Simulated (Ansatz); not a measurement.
AlNH$_{4}$O, singlet: a nudged elastic band.

in.yaml

```yaml
crystal:
  periodic: [false, false, false]
  atoms:
    - {symbol: Al, position_ang: [-0.226796, 0.406022, 0.220934]}
    - {symbol: N, position_ang: [0.540171, -1.174061, 0.340112]}
    - {symbol: H, position_ang: [-0.747955, 1.151696, 1.511914]}
    - {symbol: O, position_ang: [-0.371985, 1.071535, -1.334169]}
    - {symbol: H, position_ang: [0.684189, -1.671715, 1.202815]}
    - {symbol: H, position_ang: [0.894681, -1.705033, -0.438351]}
    - {symbol: H, position_ang: [-0.772106, 1.921658, -1.503155]}
basis:
  gaussian: {orbitals: def2-SVP}
hamiltonian: {xc: pbe0, dispersion: d4}
neb:
  images: 5
  climbing: true
  max_iterations: 30
  initial_path: idpp
  climb: true
  final_atoms:
    - {symbol: Al, position_ang: [-1.286661, 0.781117, 0.177362]}
    - {symbol: N, position_ang: [0.318596, -0.649236, 0.733653]}
    - {symbol: H, position_ang: [0.859265, -0.395195, 1.553663]}
    - {symbol: O, position_ang: [-0.278118, 0.926840, -1.255159]}
    - {symbol: H, position_ang: [0.021242, -1.612962, 0.843373]}
    - {symbol: H, position_ang: [0.906537, -0.571097, -0.093573]}
    - {symbol: H, position_ang: [-0.540660, 1.520634, -1.959218]}
```

Launched with

```bash
ansatz run in.yaml --threads 2 --pin off --events-out ev --progress --plain --max-ram 4352MiB
```

The run's output (Ansatz 0.2.0):

```
Error: YAML parse error: error: line 19 column 3: unknown field `climb`, expected one of images, spring, climbing, order_check, relax_end_points, f_tol, exx_force_gate, max_iterations, max_displacement, density_extrapolation, optimiser, initial_path, freeze_fraction, magnetization_jump, magnetization_bend, levels_near_fermi, parallel_images, constraints, final_atoms
  --> <input>:19:3
   |
17 |   max_iterations: 30
18 |   initial_path: idpp
19 |   climb: true
   |   ^ unknown field `climb`, expected one of images, spring, climbing, order_check, relax_end_points, f_tol, exx_force_gate, max_iterations, max_displacement, density_extrapolation, optimiser, initial_path, freeze_fraction, magnetization_jump, magnetization_bend, levels_near_fermi, parallel_images, constraints, final_atoms
20 |   final_atoms:
21 |     - {symbol: Al, position_ang: [-1.286661, 0.781117, 0.177362]}
   |
```

The run took about 0.05 s on 2 CPU threads of an Arm Neoverse V2 (shared host).


The program refused the input. The block holds a key that the program does not know.